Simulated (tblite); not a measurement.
Compound: C4H6S (charge +1 and doublet state).
Bonds: C1–C2, C2–C3, C3–C4, C3–S5 (double). Hydrogens: H6, H7 on C1; H8 on C2; H9, H10, H11 on C4.
Bond orders are those of one Lewis drawing.

Computed with GFN2-xTB (tblite), gas phase: L-BFGS steps from a force-field or distance-geometry start until the largest atomic force falls under 0.01 eV/Å.

The end geometry, which sets the zero of energy:
```
atom  x, y, z in Å
C1      1.5973   -0.2432   -0.4557
C2      0.9082   -0.1203    0.6850
C3     -0.5151    0.0909    0.7486
C4     -1.3320    0.1867   -0.4908
S5     -1.3067    0.2360    2.1756
H6      2.6647   -0.3999   -0.4315
H7      1.1494   -0.1952   -1.4355
H8      1.4249   -0.1793    1.6332
H9     -0.9698    1.0123   -1.1069
H10    -2.3867    0.3472   -0.2771
H11    -1.2288   -0.7325   -1.0710
```

Problem. These geometries come from the run, each turned onto the end geometry. Order them by energy, lowest first.
A.
```
atom  x, y, z in Å
C1      1.5993    0.1701   -0.3389
C2      0.8144   -0.3836    0.6334
C3     -0.5032    0.2410    0.7401
C4     -1.3014   -0.0878   -0.4676
S5     -0.9681    1.1203    2.0195
H6      2.1206   -0.3590   -1.1175
H7      1.8594    1.2452   -0.2613
H8      0.9875   -1.3423    1.1861
H9     -0.7890    0.0594   -1.4211
H10    -2.2129    0.4793   -0.4845
H11    -1.6011   -1.1399   -0.5143
```
B.
```
atom  x, y, z in Å
C1      1.5941   -0.1578   -0.4491
C2      0.9034   -0.1563    0.6953
C3     -0.5155    0.0959    0.7586
C4     -1.3281    0.1437   -0.4925
S5     -1.3019    0.3233    2.1767
H6      2.6472   -0.4066   -0.4628
H7      1.1593    0.0968   -1.4057
H8      1.4210   -0.3500    1.6267
H9     -0.8700    0.8195   -1.2189
H10    -2.3590    0.4562   -0.3195
H11    -1.3451   -0.8619   -0.9349
```
C.
```
atom  x, y, z in Å
C1      1.6937    0.1924   -0.2925
C2      0.8258   -0.3548    0.5382
C3     -0.5622    0.2257    0.7535
C4     -1.3670   -0.0792   -0.4477
S5     -0.9485    1.1128    2.0500
H6      2.4370   -0.4217   -0.8113
H7      1.6139    1.2502   -0.4933
H8      0.8915   -1.3316    0.9505
H9     -0.7343    0.0732   -1.3396
H10    -2.2943    0.4984   -0.4784
H11    -1.5502   -1.1628   -0.4554
```
D.
```
atom  x, y, z in Å
C1      1.7864    0.1439   -0.2605
C2      0.8344   -0.3915    0.4840
C3     -0.5275    0.1815    0.6107
C4     -1.4945   -0.0309   -0.4693
S5     -0.7830    1.0150    1.9796
H6      2.7359   -0.3524   -0.3950
H7      1.6718    1.0900   -0.7678
H8      0.9901   -1.2947    1.0633
H9     -1.0344    0.1572   -1.4421
H10    -2.3908    0.5715   -0.3470
H11    -1.7829   -1.0870   -0.4820
```
E.
```
atom  x, y, z in Å
C1      1.6246   -0.0520   -0.4413
C2      0.8696   -0.2888    0.6481
C3     -0.5227    0.0896    0.7402
C4     -1.3626    0.0710   -0.4825
S5     -1.2227    0.6240    2.1323
H6      2.6608   -0.3405   -0.4404
H7      1.2996    0.4181   -1.3613
H8      1.3219   -0.6661    1.5664
H9     -0.8558    0.6321   -1.2820
H10    -2.3473    0.4855   -0.2808
H11    -1.4601   -0.9703   -0.8246
```

Solution. B (0.021 eV), E (0.089 eV), D (0.181 eV), C (0.512 eV), A (1.277 eV).

In the order of the answer:

| step | E above end (eV) | largest force (eV/Å) | rms force component (eV/Å) | rms distance from end (Å) | rms bond change (Å) | bond most changed (Å) |
| --- | --- | --- | --- | --- | --- | --- |
| 70 | 0.021 | 0.19 | 0.073 | 0.153 | 0.003 | C4–H11 +0.007 |
| 60 | 0.089 | 0.59 | 0.203 | 0.341 | 0.007 | C2–H8 +0.010 |
| 31 | 0.181 | 0.04 | 0.014 | 0.808 | 0.017 | C2–C3 +0.043 |
| 10 | 0.512 | 0.88 | 0.327 | 0.880 | 0.028 | C2–C3 +0.080 |
| 6 | 1.277 | 1.49 | 0.541 | 0.929 | 0.021 | C2–H8 +0.039 |

What follows is the cost of the whole relaxation. Time: 0.46 s of wall time. Hardware: Arm Neoverse V1, one thread (shared host).
